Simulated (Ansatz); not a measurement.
# HBS (hydrogen boron sulfide) at 6 levels

Aim: a comparison of 6 runs (UB3LYP/STO-3G, r2SCAN0/STO-3G, RPA@PBE/STO-3G, UMP2/STO-3G, CCSDT/STO-3G, FCI/STO-3G) of HBS (hydrogen boron sulfide). 

The calculation is run with Ansatz 0.2.0.

70 further runs of the same task are left out: 11 that didn't finish, 59 set aside as unsound or not needed.

## 1. The structure to begin with

HBS: 3 atoms, total charge 0, spin state singlet. As SMILES, `B=S`. The S2–B1 distance was set to 1.990 Å, away from the relaxed value.

Bond lengths: B1–S2 1.990 Å, B1–H3 1.144 Å. Angles: S2–B1–H3 179.9°.

## 2. The energy at UB3LYP/STO-3G (run 1)

The input, molecule.yaml:

```yaml
crystal:
  periodic: [false, false, false]
  atoms:
    - {symbol: B, position_ang: [-0.150119, -0.056753, 0.523097]}
    - {symbol: S, position_ang: [0.395320, 0.146510, -1.379660]}
    - {symbol: H, position_ang: [-0.463389, -0.171063, 1.617667]}
basis:
  gaussian: {orbitals: STO-3G}
accuracy: high
magnetization: {spin_polarized: true, initial_magnetization: 0}
hamiltonian: {xc: {name: B3LYP}}
```

Launch:

```sh
$ ansatz run molecule.yaml --threads 1 --pin off --max-ram 2610MiB --events-out events.jsonl --progress --plain --runs-dir runs
```

Log:

```text
Warning: RAYON_NUM_THREADS=1 ignored (pool sized by the plan → 1); use --threads N
Functional definition: B3LYP
  name "B3LYP"
  parameter a0 = 0.2
  parameter ax = 0.72
  parameter ac = 0.81
  exchange = (1 - a0 - ax)*slater_x + ax*b88_x + a0*exact_x
  correlation = (1 - ac)*vwn_rpa_c + ac*lyp_c
239 factors; integrals over basis functions are off by at most 1.2e-8 eV
mean field evaluation 1: about -11394.1687 eV, gradient 1.7e1 eV
mean field evaluation 2: about -11328.3939 eV, gradient 8.5e1 eV
mean field evaluation 4: about -11396.5580 eV, gradient 3.7e0 eV
mean field evaluation 8: about -11396.6036 eV, gradient 1.4e-1 eV
mean field evaluation 16: about -11396.6039 eV, gradient 1.6e-6 eV
mean field -11396.60385254 eV, -418.8174666854 hartree, gradient 1.7e-8 eV, S^2 0.000000; 2 other end points of the search recorded, 0 dependent functions left out
reference -11396.60387596 eV, -418.8174675459 hartree; 11, 11 occupied and 4, 4 virtual orbitals, 239 factors
Total energy: -11396.60387596 eV, -418.8174675459 hartree
```

Wall time 1.2 s (1 thread of Arm Neoverse V1, shared host); peak memory 0.11 GiB.

## 3. A single-point energy at r2SCAN0/STO-3G (run 2)

The input, job.yaml:

```yaml
crystal:
  periodic: [false, false, false]
  atoms:
    - symbol: B
      position_ang: [-0.150119, -0.056753, 0.523097]
    - symbol: S
      position_ang: [0.395320, 0.146510, -1.379660]
    - symbol: H
      position_ang: [-0.463389, -0.171063, 1.617667]
basis:
  gaussian:
    orbitals: STO-3G
hamiltonian:
  xc: {name: r2SCAN0}
accuracy: high
```

Launch:

```sh
$ ansatz run job.yaml --threads 1 --pin off --max-ram 2610MiB --events-out events.jsonl --progress --plain --runs-dir runs
```

Log:

```text
Warning: RAYON_NUM_THREADS=1 ignored (pool sized by the plan → 1); use --threads N
Functional definition: r2SCAN0
  name "r2SCAN0"
  parameter a = 0.25
  parameter k0 = 0.174
  parameter k1 = 0.065
  parameter a1 = 4.9479
  exchange = (1 - a)*r2scan_x(k0 = k0, k1 = k1, a1 = a1) + a*exact_x
  correlation = r2scan_c
239 factors; integrals over basis functions are off by at most 1.2e-8 eV
mean field evaluation 1: about -11392.4550 eV, gradient 2.5e1 eV
mean field evaluation 2: about -11330.7209 eV, gradient 1.2e2 eV
mean field evaluation 4: about -11395.4201 eV, gradient 2.4e0 eV
mean field evaluation 8: about -11395.3889 eV, gradient 2.1e-1 eV
mean field evaluation 16: about -11395.3890 eV, gradient 1.1e-6 eV
mean field -11395.38904498 eV, -418.7728233310 hartree, gradient 2.9e-8 eV, S^2 0.000000; 0 other end points of the search recorded, 0 dependent functions left out
reference -11395.38904521 eV, -418.7728233395 hartree; 11, 11 occupied and 4, 4 virtual orbitals, 239 factors
Total energy: -11395.38904521 eV, -418.7728233395 hartree
```

It took 1.6 s on 1 thread of Arm Neoverse V1, shared host; peak memory 0.11 GiB.

## 4. The energy at RPA@PBE/STO-3G (run 3)

The input, in.yaml:

```yaml
crystal:
  periodic: [false, false, false]
  atoms:
    - {symbol: B, position_ang: [-0.150119, -0.056753, 0.523097]}
    - {symbol: S, position_ang: [0.395320, 0.146510, -1.379660]}
    - {symbol: H, position_ang: [-0.463389, -0.171063, 1.617667]}
basis:
  gaussian: {orbitals: STO-3G}
hamiltonian: {xc: pbe}
correlation: {method: rpa, frozen_orbitals: {B: 1, H: 0, S: 5}}
accuracy: high
```

Launch:

```sh
$ ansatz run in.yaml --threads 1 --pin off --max-ram 2610MiB --events-out events.jsonl --progress --plain --runs-dir runs
```

Log:

```text
Warning: RAYON_NUM_THREADS=1 ignored (pool sized by the plan → 1); use --threads N
Functional definition: PBE
  name "PBE"
  parameter kappa = 0.804
  parameter beta = 0.06672455060314922
  exchange = pbe_x(kappa = kappa, mu = beta*pi^2/3)
  correlation = pbe_c(beta = beta)
239 factors; integrals over basis functions are off by at most 1.2e-8 eV
mean field evaluation 1: about -11389.6318 eV, gradient 1.6e1 eV
mean field evaluation 2: about -11389.5733 eV, gradient 1.6e1 eV
mean field evaluation 4: about -11390.2612 eV, gradient 9.7e0 eV
mean field evaluation 8: about -11390.6141 eV, gradient 2.2e-2 eV
mean field evaluation 16: about -11390.6140 eV, gradient 6.6e-6 eV
mean field -11390.61402392 eV, -418.5973445437 hartree, gradient 2.4e-8 eV, S^2 0.000000; 0 other end points of the search recorded, 0 dependent functions left out
6 core orbitals not correlated: weight in the atoms' cores, before any rotation towards them, 1.000 or more for the frozen orbitals, at most 0.000 for the correlated occupied ones
reference -11373.31255361 eV, -417.9615272372 hartree; 5, 5 occupied and 4, 4 virtual orbitals, 239 factors
Total energy: -11379.26740350 eV, -418.1803639341 hartree
```

Wall time 0.87 s (1 thread of Arm Neoverse V1, shared host).

Runs 4 to 5 aren't shown in full; the table further down has their settings and results.

## 5. A single-point energy at FCI/STO-3G (run 6)

The input, run.yaml:

```yaml
crystal:
  periodic: [false, false, false]
  atoms:
    - symbol: B
      position_ang: [-0.150119, -0.056753, 0.523097]
    - symbol: S
      position_ang: [0.395320, 0.146510, -1.379660]
    - symbol: H
      position_ang: [-0.463389, -0.171063, 1.617667]
basis:
  gaussian:
    orbitals: STO-3G
total_charge: 0
accuracy: high
correlation:
  method: fci
  frozen_orbitals: {B: 1, H: 0, S: 5}
```

Launch:

```sh
$ ansatz run run.yaml --threads 1 --pin off --max-ram 2610MiB --events-out events.jsonl --progress --plain --runs-dir runs
```

Log:

```text
Warning: RAYON_NUM_THREADS=1 ignored (pool sized by the plan → 1); use --threads N
Functional definition: HF
  name "HF"
  exchange = exact_x
  correlation = 0
239 factors; integrals over basis functions are off by at most 1.2e-8 eV
mean field evaluation 1: about -11368.4681 eV, gradient 3.2e1 eV
mean field evaluation 2: about -11368.4651 eV, gradient 3.2e1 eV
mean field evaluation 4: about -11373.8556 eV, gradient 2.8e0 eV
mean field evaluation 8: about -11373.9225 eV, gradient 3.5e-2 eV
mean field evaluation 16: about -11373.9179 eV, gradient 2.4e-8 eV
mean field -11373.91793814 eV, -417.9837747082 hartree, gradient 2.4e-8 eV, S^2 0.000000; 0 other end points of the search recorded, 0 dependent functions left out; unrestricted orbitals would lower it
6 core orbitals not correlated: weight in the atoms' cores, before any rotation towards them, 1.000 or more for the frozen orbitals, at most 0.000 for the correlated occupied ones
reference -11373.91793814 eV, -417.9837747082 hartree; 5, 5 occupied and 4, 4 virtual orbitals, 239 factors
state -11378.00747739 eV, -418.1340625037 hartree
Total energy: -11378.00747739 eV, -418.1340625037 hartree
```

Run time: 0.42 s. Hardware: 1 thread of Arm Neoverse V1, shared host.

## 6. Overview of the runs

```tsv
run	level	frozen core orbitals	energy (Eh)	wall time
1	UB3LYP/STO-3G	–	-418.817468	1.2 s
2	r2SCAN0/STO-3G	–	-418.772823	1.6 s
3	RPA@PBE/STO-3G	6	-418.180364	0.87 s
4	UMP2/STO-3G	6	-418.058263	0.58 s
5	CCSDT/STO-3G	6	-418.135687	0.28 s
6	FCI/STO-3G	6	-418.134063	0.42 s
```

## 7. Outcome

```
                                          quantity          value
                               run 6: total energy  -418.13406 Eh
run 6: correlation energy (6 core orbitals frozen)     -150.3 mEh
```

**Reading.** Against full CI in this basis: UMP2 +75.8 mEh; CCSDT -1.6 mEh. Totals of different functionals can't be ranked against each other. In run 5 the log says that unrestricted orbitals would lower the reference, so the values rest on an unstable closed-shell determinant (other closed-shell runs at this shape may share the fault). In runs 1, 2, 3, 4, 5, 6 the basis is minimal, so the values are rough. Spin contamination of the reference: run 4 ⟨S²⟩ = 0.86. Where it is this large, the reference is a mixture of spin states, and values that rest on it are in doubt. All runs together took 4.9 s, the longest 1.6 s.
